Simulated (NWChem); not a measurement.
System: dichloromethane (CH2Cl2); SMILES ClCCl

Results from NWChem. Pople sets run with spherical d functions. Medium grid unless said otherwise, to which SCAN and Minnesota functionals are sensitive. Geometry: optimised at PBE-D3(BJ)/def2-SVP.

Question: Order these by “orbital gap (eV)”, lowest first: LDA (Slater exchange, PW92)/6-31G*; SCAN/6-31G*; B3LYP/6-31G*.

Answer: LDA (Slater exchange, PW92)/6-31G* (5.89), SCAN/6-31G* (6.55), B3LYP/6-31G* (8.00)
